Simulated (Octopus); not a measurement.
# SiH4 (silane): a chain of runs

Aim: energy and gradient (PZ81 LDA), then the polarisability (PZ81 LDA) of SiH4 (silane). 

Program for the calculation: Octopus 16.4.

15 further runs of the same task are left out: 15 set aside as unsound or not needed.

### 1 The system as given

The species is SiH4 (5 atoms), meant as a singlet with charge 0. As SMILES, `[SiH4]`. The shape is that of a PBE0-D4/def2-TZVP optimisation.

Bond lengths: Si1–H2 1.485 Å, Si1–H3 1.485 Å, Si1–H4 1.485 Å, Si1–H5 1.485 Å. Angles: H2–Si1–H3 109.5°, H2–Si1–H4 109.5°, H2–Si1–H5 109.5°, H3–Si1–H4 109.5°, H3–Si1–H5 109.5°, H4–Si1–H5 109.5°.

### 2 Energy and forces at PZ81 LDA (scalar, in the pseudopotentials, pseudodojo_pbe potentials, box margin 3.5 angstrom, extra states 0, grid spacing 0.22 angstrom, mix field default) (run 1)

Started as:

```
OMP_NUM_THREADS=1 octopus > gs.log
```

What it wrote:

```text
Version                : 16.4
[... 59 lines left out ...]
** Warning:
[... 45 lines left out ...]
** Warning:
[... 31 lines left out ...]
Converged eigenvectors: 0
#  State  Eigenvalue [eV]  Occupation    Error
[... 8 lines left out ...]
Converged eigenvectors: 0
#  State  Eigenvalue [eV]  Occupation    Error
[... 51 lines left out ...]
Converged eigenvectors: 0
#  State  Eigenvalue [eV]  Occupation    Error
[... 8 lines left out ...]
Converged eigenvectors: 0
#  State  Eigenvalue [eV]  Occupation    Error
[... 5 lines left out ...]
Info: SCF converged in   18 iterations
** Warning:
**   Some of the states are not fully converged!
[... 1 line left out ...]
Octopus emitted 3 warnings.
```

Wall time 2.8 s (1 thread of Arm Neoverse V1, shared host); peak memory 0.069 GiB.

### 3 The response to a field at PZ81 LDA (scalar, in the pseudopotentials, pseudodojo_pbe potentials, box margin 3.5 angstrom, extra states 0, frequencies ev (0) eV, grid spacing 0.22 angstrom) (run 2)

Started as:

```
OMP_NUM_THREADS=1 octopus > em_resp.log
```

What it wrote:

```text
Version                : 16.4
[... 59 lines left out ...]
** Warning:
[... 47 lines left out ...]
** Warning:
[... 11 lines left out ...]
** Warning:
[... 9 lines left out ...]
** Warning:
[... 1 line left out ...]
** Warning:
[... 1 line left out ...]
** Warning:
[... 102 lines left out ...]
Info: SCF for response converged in   11 iterations.
[... 102 lines left out ...]
Info: SCF for response converged in   11 iterations.
[... 102 lines left out ...]
Info: SCF for response converged in   11 iterations.
[... 2 lines left out ...]
Octopus emitted 4 warnings.
[... 3 lines left out ...]
  or contact the octopus developers for details.
```

Run time: 3.9 s. Hardware: 1 thread of Arm Neoverse V1, shared host; peak memory 0.069 GiB.

### 4 Summary of results

| quantity | value |
| --- | --- |
| run 1, PZ81 LDA: total energy | -6.49746 Eh |
| run 1, PZ81 LDA: dipole moment | 0.00 D |
| run 1, PZ81 LDA: HOMO energy | -8.49 eV |
| run 1, PZ81 LDA: largest force on an atom | 0.259 eV/Å |
| run 2, PZ81 LDA: mean static polarisability | 33.3 bohr³ |

What this shows: The largest force (run 1, PZ81 LDA) is 0.26 eV/Å: the shape isn't a stationary point for this species at this level.
